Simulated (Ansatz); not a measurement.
Candidates: 1T (CdI2-type) MgI2, TlGaTe2 (I4/mcm, No. 140), 1T (CdI2-type) SnS2, trigonal Se, litharge SnO, 1T (CdI2-type) SnSe2. Level: HSE06+SOC in Ansatz (plane waves, PAW).

Density-functional gaps are differences of (generalised) Kohn–Sham levels.

Measured gaps can lie in another order.

Cells: HSE06+SOC at the measured cell for 4 of them, at the measured cell (atoms relaxed with PBEsol) for 2 of them. Ansatz's density-functional and Hartree–Fock values are scalar-relativistic unless marked +SOC, with PAW data made under PBE.

Which of them have a computed band gap between 0.9 and 2 eV?

trigonal Se, 1T (CdI2-type) SnSe2. The values: 1T (CdI2-type) MgI2 4.09 eV; TlGaTe2 (I4/mcm, No. 140) 0.69 eV; 1T (CdI2-type) SnS2 2.25 eV; trigonal Se 1.75 eV; litharge SnO 0.41 eV; 1T (CdI2-type) SnSe2 1.10 eV.

Ansatz is an electronic-structure program.
